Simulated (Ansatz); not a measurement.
# P (P, black phosphorus): the cost of one run

Computed with Ansatz 0.2.0 (DFT PBE, plane waves with PAW, scalar-relativistic, unless a step says otherwise).

1 further run of the same task is left out (set aside as unsound or not needed).

## Step 1: The starting structure

Symmetry: Cmce, No. 64, orthorhombic system. Conventional cell: a = 3.320 Å, b = 11.230 Å, c = 4.544 Å, α = 90.00°, β = 90.00°, γ = 90.00°. P (site symmetry m) is surrounded by 3 P at 2.23 to 2.26 Å.

As a file:

```xyz
4
Lattice="1.6602 -5.6151 0.0000 1.6602 5.6151 0.0000 0.0000 0.0000 4.5442" Properties=species:S:1:pos:R:3 pbc="T T T"
P     1.6602    4.5542    4.1541
P     1.6602   -1.0609    2.6622
P     1.6602   -4.5542    0.3901
P     1.6602    1.0609    1.8820
```

## Step 2: Run at 0.01 eV

The run at 0.01 eV.

input.yaml reads:

```yaml
crystal:
  lattice:
    - [1.6601582724, -5.6150920368, 0.0]
    - [1.6601582724, 5.6150920368, 0.0]
    - [0.0, 0.0, 4.5441911093]
  atoms:
    - { symbol: P, position: [0.0944674488, 0.9055325512, 0.9141610962] }
    - { symbol: P, position: [0.5944674488, 0.4055325512, 0.5858389038] }
    - { symbol: P, position: [0.9055325512, 0.0944674488, 0.0858389038] }
    - { symbol: P, position: [0.4055325512, 0.5944674488, 0.4141610962] }
hamiltonian:
  xc: pbe
  pseudopotentials:
    kind: paw
    azcp:
      P: "pseudopotentials/P.paw.azcp"
basis:
  ecutwfc: 420
  fft_grid_basis: typed
kpoints:
  mp_grid: { grid: [10, 10, 7], shift: [0, 0, 0] }
magnetization:
  spin_polarized: false
scf:
  occupations: { method: fermi_dirac, width: 0.01 }
  lower_state_search: "off"
output:
  stress: true
```

Command:

```bash
$ ansatz run input.yaml --threads 1 --pin off --max-ram 3584MiB --backend cpu --events-out ev --progress --plain --runs-dir out
```

What time and memory should one allow on 1 thread of Intel Xeon Platinum 8259CL at 2.50GHz (Skylake/Cascade Lake), shared host?

About 12 s, with a peak of 0.59 GiB.
